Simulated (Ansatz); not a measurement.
C6H6 can be A, `c1ccccc1`, or B, `C12C3C1C1C2C31`.

Program: Ansatz. Geometries: PBE0-D4/def2-TZVP. ΔE: electronic, gas phase. CCSD(T)/CBS is the MP2 limit (def2-TZVPP, def2-QZVPP) plus CCSD(T) − MP2 in def2-TZVPP, frozen cores. Functionals use def2-TZVPP. B3LYP here is the variant with VWN-RPA as its local correlation; programs differ in this.

A:

```xyz
12

C     0.136   -1.225    0.637
C     1.077   -0.226    0.845
C     0.940    0.999    0.208
C    -0.136    1.225   -0.637
C    -1.077    0.226   -0.845
C    -0.940   -0.999   -0.208
H     0.243   -2.182    1.135
H     1.918   -0.403    1.506
H     1.675    1.779    0.371
H    -0.243    2.182   -1.135
H    -1.918    0.403   -1.506
H    -1.675   -1.779   -0.371
```

B:

Z-matrix (Å, degrees):
```
C
C 1 1.547
C 1 1.512 2 90.0
C 1 1.512 2 90.0 3 -60.0
H 1 1.081 2 132.8 3 150.0
C 2 1.512 1 90.0 3 -0.0
C 2 1.512 1 90.0 3 60.0
H 2 1.081 1 132.8 3 -150.0
H 3 1.081 1 129.4 2 151.6
H 4 1.081 1 129.4 2 -151.6
H 6 1.081 2 129.4 1 -151.6
H 7 1.081 2 129.5 1 151.6
```

Q: Which is lower in electronic energy at CCSD(T)/CBS, and by how much? (An estimate is asked.)

A: Computed: A, by 483.0 kJ/mol.

Q: Give E(B) − E(A) in kJ/mol with HF/def2-TZVPP, B2PLYP, LDA (SPW92), B3LYP, MP2/def2-TZVPP, CCSD(T)/def2-TZVPP, BLYP-D4. (Best estimate.)

A: Ansatz gave: HF/def2-TZVPP 534.6, B2PLYP 514.8, LDA (SPW92) 440.2, B3LYP 524.9, MP2/def2-TZVPP 482.9, CCSD(T)/def2-TZVPP 481.4, BLYP-D4 542.1. None reverses the order clearly.

Largest T1 diagnostic: 0.010.

In def2-TZVPP, CCSD(T) changes the Hartree–Fock value by −53.2 kJ/mol (the triples alone add +4.5 kJ/mol) and MP2 by −51.7 kJ/mol. Leaving LDA and LC-ωPBE aside and taking each functional with its dispersion term where it has one, the values, not all of them listed here, spread over 95.5 kJ/mol, from ωB97X-V to BLYP-D4. LDA lies −24.6 kJ/mol from PBE without D4.
